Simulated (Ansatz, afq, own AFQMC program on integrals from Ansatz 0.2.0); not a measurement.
AFQMC on a folder of integrals that Ansatz 0.2.0 wrote.

```yaml
crystal:
  periodic: [false, false, false]
  atoms:
    - {symbol: Ge, position_ang: [0.000000, 0.000000, 1.430501]}
    - {symbol: N, position_ang: [0.000000, 0.000000, -0.213910]}
    - {symbol: H, position_ang: [0.000000, 0.000000, -1.216591]}
basis:
  gaussian: {orbitals: cc-pVDZ}
total_charge: 1
magnetization: {spin_polarized: true, initial_magnetization: 1}
correlation: {method: ccsd_t, electrons: outside_noble_gas, hamiltonian_folder: ham}
```

```sh
$ ansatz run in.yaml --threads 1 --pin off --events-out ev --progress --plain --max-ram 1843MiB
```

afq runs on the folder ham with

```
--method phaseless --trial cisd --walkers 40 --populations 1 --least-time 40 --time-step 0.02 --steps-per-block 5 --equilibration-blocks 60 --max-blocks 400 --target-error 0.00072 --factor-cut 0.0001 --start determinant --seed 869 --taylor-order 6
```

Times are imaginary, in 1/Eh. The walk had a cap of 271 s. Filled inner d shells are frozen with the cores.

```
orbitals 31  electrons 5 4  factors 193 of 509
reference energy -2130.04061015 Eh
CCSD correlation -0.21145589 Eh in 12 cycles, weight of the determinant in the CISD state 0.8934
energy of the start -2130.252066 Eh
 block  time / (1/Eh)  mean weight  energy / Eh
     1     0.100  0.9966  -2130.250273
     2     0.200  1.0019  -2130.250131
     3     0.300  0.9993  -2130.250908
     4     0.400  0.9998  -2130.250908
     5     0.500  1.0031  -2130.251642
     7     0.700  0.9946  -2130.252501
     9     0.900  1.0003  -2130.256893
    12     1.200  0.9928  -2130.259982
    34     3.400  1.0000  -2130.255917
    56     5.600  0.9924  -2130.272929
    78     7.800  1.0084  -2130.285737
   100    10.000  1.0047  -2130.262310
   122    12.200  0.9967  -2130.274384
   144    14.400  0.9936  -2130.269960
   166    16.600  1.0015  -2130.257132
   177    17.700  0.9903  -2130.251391
   188    18.800  1.0088  -2130.270972
   210    21.000  0.9840  -2130.257260
   232    23.200  0.9949  -2130.263777
   254    25.400  1.0062  -2130.261836
   276    27.600  1.0080  -2130.264603
   298    29.800  1.0043  -2130.254428
   320    32.000  0.9995  -2130.257060
   342    34.200  1.0027  -2130.255685
   364    36.400  1.0006  -2130.264922
   386    38.600  1.0097  -2130.255241
   408    40.800  0.9978  -2130.254119
   430    43.000  1.0046  -2130.257036
   452    45.200  1.0074  -2130.255258
blocks merged  error / Eh  count
     1  0.000346  400
     2  0.000457  200
     4  0.000607  100
     8  0.000771  50
    16  0.000909  25
    32  0.001024  12
energy -2130.260719 +/- 0.000909 Eh
(rows thinned)
```

**Question.** Estimate how long the walk took on 1 thread of Arm Neoverse V1, with other jobs on the host.

**Answer.** 46 s of wall time.

The run passed its tests (sampling time, drift between the halves within three errors, error under three times the target), which doesn't prove that it has relaxed. The second half of the sampling lies above the first by 2.4 errors of their difference, so the energy may still be moving and its error bar be too small.

Against this walk (error 24.7 meV) on the same determinant: CCSD(T) 70.2 meV higher, the released energy of a separate walk with a CISD trial 24.8 ± 29.2 meV higher (within the noise), a separate phaseless walk with a CISD trial and standard settings 58.7 ± 26.4 meV higher. The error is statistical and leaves out the bias of the constraint.

Cautions: constraint bias not in the error; error above the target (24.7 against 19.6 meV); no relativity below Rb; no spin-orbit coupling; inner d shell frozen; the time-step error isn't removed.

A walk keeps the symmetry of its determinant, which the program's search chose and which needn't be the lowest solution, so a lower state of the same spin and another symmetry isn't excluded.
